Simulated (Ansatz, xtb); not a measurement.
# Relative energy of two structures of CHLiS

We compare I, a singlet given by its coordinates, with II, a singlet given by its coordinates. Both are isolated molecules in the gas phase, relaxed with PBE0-D3(BJ)/def2-SVP.

I (Å):

```xyz
4

C     0.0874   -0.9306    0.6218
Li    0.2949   -2.4891    1.7058
S    -1.1732   -1.8989    0.1290
H     0.1202    0.0368    0.0847
```

Close contacts (Å): C1–Li2 1.91, C1–S3 1.66, Li2–S3 2.23, C1–H4 1.11.

II (Å):

| atom | x (Å) | y (Å) | z (Å) |
| --- | --- | --- | --- |
| C | -0.7214 | 0.3943 | 0.1583 |
| Li | 1.2068 | -0.6792 | -0.4192 |
| S | -0.8368 | -1.2481 | -0.1253 |
| H | 0.3655 | 0.7974 | 0.0200 |

Close contacts (Å): C1–Li2 2.28, C1–S3 1.67, Li2–S3 2.14, C1–H4 1.17, Li2–H4 1.76.

Quicker runs give these differences E(II) − E(I): GFN2-xTB +0.812 eV; HF/STO-3G +1.562 eV (at GFN2-xTB geometries); r2SCAN-D4/def2-SVP +1.035 eV (at GFN2-xTB geometries).

**Question.** Estimate E(II) − E(I) at the level CCSD(T)/def2-TZVPP.

**Answer.** Calculated at CCSD(T)/def2-TZVPP: E(II) − E(I) = +0.974 eV, so structure I lies lower.

Level by level:

| level | geometry | E(II) − E(I) (eV) | departure from the last row (eV) | job, with rough time for the two |
| --- | --- | --- | --- | --- |
| GFN2-xTB | GFN2-xTB | +0.812 | −0.162 | optimisation, 0.088 s |
| HF/STO-3G | GFN2-xTB | +1.562 | +0.588 | single point, 0.2 s |
| r2SCAN-D4/def2-SVP | GFN2-xTB | +1.035 | +0.061 | single point, 2.6 s |
| PBE0-D3(BJ)/def2-SVP | PBE0-D3(BJ)/def2-SVP | +1.108 | +0.134 | optimisation, 11 s |
| HF/def2-TZVPP | PBE0-D3(BJ)/def2-SVP | +1.047 | +0.073 | part of the CCSD(T) run |
| MP2/def2-TZVPP | PBE0-D3(BJ)/def2-SVP | +1.039 | +0.065 | part of the CCSD(T) run |
| CCSD(T)/def2-TZVPP | PBE0-D3(BJ)/def2-SVP | +0.974 |  | single point, 10 s |

None of the levels shown reverses the order. The largest departure from CCSD(T)/def2-TZVPP is that of HF/STO-3G, 0.588 eV.

With harmonic frequencies from PBE0-D3(BJ)/def2-SVP (ideal gas, rigid rotor, one conformer each, 298.15 K, 1 atm): on the last row, ΔE + ΔZPE = +0.928, ΔH = +0.930, ΔG = +0.926 eV.

The T1 diagnostic of structures I and II is large, so the coupled-cluster value is less sure. The correlated steps freeze 6 core orbitals; the last core shell of Li is correlated, in a basis made for valence electrons. Run with Ansatz 0.2.0, xtb 6.7.1; the last row on 1 thread of Arm Neoverse V1 on a shared host.
